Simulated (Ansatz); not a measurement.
# Anatase TiO₂ (metastable phase)

Method: HSE06 (Ansatz, a program for electronic structure, PAW).

Numerical settings: plane-wave cutoff 500 eV, 8×8×8 k mesh, gaussian smearing 0.02 eV, no spin polarisation, scalar-relativistic PAW data made under PBE.

Cell (relaxed with r²SCAN):

Space group I4₁/amd, origin choice 1 (No. 141); a = b = 3.7779 Å, c = 9.5834 Å, α = β = γ = 90.00°

```tsv
atom	site	symmetry	x	y	z
Ti	4a	-4m2	0.0000	0.0000	0.0000
O	8e	2mm.	0.0000	0.0000	0.2073
```
(The calculation used a cell of 6 atoms; values per cell refer to that cell.)

- band gap: 3.68 eV (on the SCF k mesh)

Measured, for comparison: band gap 3.42 eV (low temperature, zero-point motion not removed, gap of extended states, from the Urbach tail; as tabulated in Kang and Hybertsen (2010), arXiv:1006.4085). Computed (rounded) less measured: band gap +0.26 eV.

Note: cell and atoms aren't relaxed at this level (largest force component 0.16 eV/Å, pressure -2.6 GPa).

Computed values are for the static lattice.

The result took about 4 core-minutes (a rough figure).
